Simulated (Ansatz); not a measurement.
**BH₂O− (SMILES B[O-]): one structure at several levels**

An exercise on one series of results from a longer session: the logs are not shown, and one member is left open.

The runs use Ansatz 0.2.0, Gaussian basis; single points in def2-TZVPPD.

Correlated methods freeze the cores.

### Where the work starts

SMILES `B[O-]`, 4 atoms, charge -1, spin multiplicity 1.

Atoms are counted from 1 here; the program's logs count them from 0.

Bond lengths: B1–O2 1.195 Å, B1–H3 1.265 Å, B1–H4 1.328 Å. Angles: O2–B1–H3 126.7°, O2–B1–H4 129.4°, H3–B1–H4 103.8°.

Geometry (Å):

```csv
atom,x (Å),y (Å),z (Å)
B1,0.0759,-0.0546,0.0102
O2,1.0537,-0.3242,0.6429
H3,-1.0734,-0.5671,0.1408
H4,-0.0948,0.8751,-0.9222
```

Set-up of the first run:

Contents of run/in.yaml:

```yaml
crystal:
  periodic: [false, false, false]
  atoms:
    - {symbol: B, position_ang: [0.075900, -0.054600, 0.010200]}
    - {symbol: O, position_ang: [1.053700, -0.324200, 0.642900]}
    - {symbol: H, position_ang: [-1.073400, -0.567100, 0.140800]}
    - {symbol: H, position_ang: [-0.094800, 0.875100, -0.922200]}
basis:
  gaussian: {orbitals: "def2-TZVPPD.json"}
total_charge: -1
correlation: {method: ccsd_t}
output: {forces: true}
```

The basis file named in the input lies beside it (Basis Set Exchange, JSON).

The command line of these runs was not kept.

Among the steps run: CCSD(T)/def2-TZVPPD; PBE0-D4/def2-TZVPPD; wB97M-V/def2-TZVPPD; r2SCAN-D4/def2-TZVPPD; PBE-D4/def2-TZVPPD; revPBE-D4/def2-TZVPPD; BHLYP-D4/def2-TZVPPD.

One of the session's tables, all rows but one given; the rest of the session is left out.

```
   method  RMS force component (eV/Å)  angle to CCSD(T) forces (°)
  CCSD(T)                       3.085                    reference
  PBE0-D4                           ?                            ?
  wB97M-V                       2.772                          0.7
r2SCAN-D4                       2.773                          0.8
   PBE-D4                       2.961                          1.9
revPBE-D4                       3.047                          2.9
 BHLYP-D4                       2.488                          2.6
```

Q: Estimate the row for PBE0-D4 from the others.

The run gave: RMS force component (eV/Å): 2.707; angle to CCSD(T) forces (°): 0.7. In the column «RMS force component (eV/Å)» it lies between BHLYP-D4 (2.488) and wB97M-V (2.772).

Limits of these values: The anion's highest level is positive in at least one run, so there the basis alone may hold the extra electron.
